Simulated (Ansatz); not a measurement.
# CCl2: the cost of one run

Computed with Ansatz 0.2.0, Gaussian basis. Level: PBE0-D4/def2-TZVP structures, single points in def2-TZVPP, no counterpoise correction.

Levels: SPW92, PBE-D4, BLYP-D4, r2SCAN-D4, B97M-V, PBE0-D4, B3LYP-D4, r2SCAN0-D4, BHLYP-D4, CAM-B3LYP-D4, wB97X-V, wB97M-V, B2PLYP, PBE-QIDH, RPA on PBE, Hartree-Fock, MP2, CCSD, CCSD(T).

Cores are frozen in the correlated methods. B3LYP uses VWN-RPA correlation. B2PLYP carries no dispersion term here.

56 further runs of the same task are left out: 56 set aside as unsound or not needed.

## 1. Starting geometry

The complex: 8 atoms, charge 0, spin multiplicity 1.

Atoms are counted from 1 here; the program's logs count them from 0.

Bond lengths: C1–Cl2 1.708 Å, C1–Cl3 1.708 Å, H4–C5 1.090 Å, C5–H6 1.090 Å, C5–H7 1.090 Å, C5–H8 1.090 Å. Angles: Cl2–C1–Cl3 109.5°, H4–C5–H6 109.7°, H4–C5–H7 109.4°, H4–C5–H8 109.4°, H6–C5–H7 109.4°, H6–C5–H8 109.4°, H7–C5–H8 109.5°.

Geometry (Å):

| atom | x (Å) | y (Å) | z (Å) |
| --- | --- | --- | --- |
| C1 | -0.2945 | -2.2354 | -0.0854 |
| Cl2 | 1.3480 | -2.4038 | 0.3504 |
| Cl3 | -0.4219 | -2.0828 | -1.7813 |
| H4 | -0.6987 | 0.4874 | 0.6600 |
| C5 | -0.1263 | 1.3439 | 0.3032 |
| H6 | 0.6546 | 1.0059 | -0.3780 |
| H7 | 0.3296 | 1.8538 | 1.1514 |
| H8 | -0.7906 | 2.0309 | -0.2204 |

Its parts: CCl₂ holds atoms 1, 2, 3; CH₄ holds atoms 4, 5, 6, 7, 8. Each part counts its atoms afresh in its own runs.

## 2. Relaxing CCl₂ alone

File relax-a/in.yaml:

```yaml
crystal:
  periodic: [false, false, false]
  atoms:
    - {symbol: C, position_ang: [-0.294478, -2.235353, -0.085359]}
    - {symbol: Cl, position_ang: [1.347981, -2.403796, 0.350442]}
    - {symbol: Cl, position_ang: [-0.421932, -2.082843, -1.781337]}
basis:
  gaussian: {orbitals: def2-TZVP}
hamiltonian: {xc: pbe0, dispersion: d4}
relax: {f_tol: 0.005, max_steps: 200}
```

Command:

```
ansatz run in.yaml --threads 4 --pin off --events-out ev --progress --plain --max-ram 9574MiB
```

**Question.** How long does this run take on 4 threads of AMD EPYC 9B45, shared host?

About 1 s.
